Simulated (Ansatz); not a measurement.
For hcp Be, PBE-D3(BJ) (plane waves, PAW; Ansatz, a quantum-chemistry and plane-wave program) gives:

| Quantity | Result |
|---|---|
| equilibrium lattice constant a | 2.214 Å |
| lattice parameter c | 3.499 Å |

Q: What does B3LYP (VWN-RPA form) in Ansatz (PAW) give for the same quantities?

A: 
- lattice constant a: 2.256 Å (rises by 1.9 %)
- lattice parameter c: 3.553 Å (grows by 1.5 %)

For comparison: lattice constant a 2.286 Å (measured, 293 K, not corrected to a static lattice, our sources range from 2.286 to 2.290; as tabulated in Wikipedia's data pages); lattice parameter c 3.584 Å (measured, 293 K, not corrected to a static lattice; as tabulated in Wikipedia's data pages).

Changes are worked out from the printed values.

Unless a cell is named, each level is at its own relaxed cell (PBE-D3(BJ) 7.43, B3LYP (VWN-RPA form) 7.83 Å³/atom).

Ansatz's density-functional and Hartree–Fock values are scalar-relativistic unless marked +SOC, with PAW data made under PBE.
